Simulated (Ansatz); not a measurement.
Cartesian coordinates (Å):
```xyz
9

C      1.2659    -0.5411     0.1368
C      0.3595     0.3622    -0.1921
C     -1.1131     0.2093    -0.0009
H      2.3217    -0.3718    -0.0271
H      0.9836    -1.4875     0.5839
H      0.6889     1.2965    -0.6379
H     -1.5081     0.9996     0.6415
H     -1.6410     0.2852    -0.9542
H     -1.3574    -0.7524     0.4500
```
Charge 0, multiplicity 1.

These are frozen-core CCSD(T)/def2-TZVPP // CAM-B3LYP-D3(BJ)/def2-TZVP in Ansatz (a quantum-chemistry and plane-wave program) values and carry that method's errors.

```json
{
 "HF energy": "-117.12011 Ha",
 "MP2 correlation energy": "-0.50747 Ha"
}
```

Problem. Estimate the CCSD correlation energy, the (T) correction, the total energy and the T1 diagnostic.

Solution. 
```json
{
 "CCSD correlation energy": "-0.54182 Ha",
 "(T) correction": "-0.02219 Ha",
 "CCSD(T) total energy": "-117.68411 Ha",
 "T1 diagnostic": "0.010"
}
```
